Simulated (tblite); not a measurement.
C3H4FS (doublet state).
Numbering: `[CH3:1][C@:2]1([F:3])[CH:4][S:5]1` (hydrogens: H6, H7, H8 on C1; H9 on C4)

Structure optimised with GFN2-xTB, isolated species. This method treats the open shell by occupation alone, without spin polarisation.

Task: What internal coordinates does the optimisation give?

Result: 
```csv
bond,length (Å)
C1–C2,1.499
C2–F3,1.372
C2–C4,1.441
C4–S5,1.725
C2–S5,1.857
"C1–H6, C1–H7, C1–H8",1.088
C4–H9,1.071
```

Bonds in one row agree within 0.01 Å and their mean is given. A selection of angles:
```csv
angle,degrees
C2–C1–H6,110.3
H6–C1–H7,109.7
C1–C2–F3,111.1
C1–C2–C4,124.1
C1–C2–S5,117.2
F3–C2–C4,119.2
F3–C2–S5,114.4
C4–C2–S5,61.6
C2–C4–S5,71.2
C2–C4–H9,130.0
S5–C4–H9,124.6
C2–S5–C4,47.3
```

Torsions: C1–C2–C4–S5 -105° (anticlinal); C1–C2–S5–C4 116° (anticlinal).

S5 (sulfur bonded to 2 C) is bent (angle 47.3°). The 3-membered ring C2–C4–S5 has internal angles of 47.3° to 71.2°. The C–S distances run from 1.725 Å (C4–S5, drawn single) to 1.857 Å (C2–S5, drawn single), a spread of 0.132 Å. The 2 C–C bonds span 1.441 Å (C2–C4, drawn single) to 1.499 Å (C1–C2, drawn single), a spread of 0.058 Å. C4 (carbon bonded to C, S and H) is pyramidal (angles 130.0°, 124.6° and 71.2°, sum 325.8°, 0.41 Å off the plane of its three neighbours).

Point group: C1 (no symmetry element, even within 0.4 Å). Its GFN2-xTB frequencies are all real (lowest 174 cm⁻¹).

These are computed values.
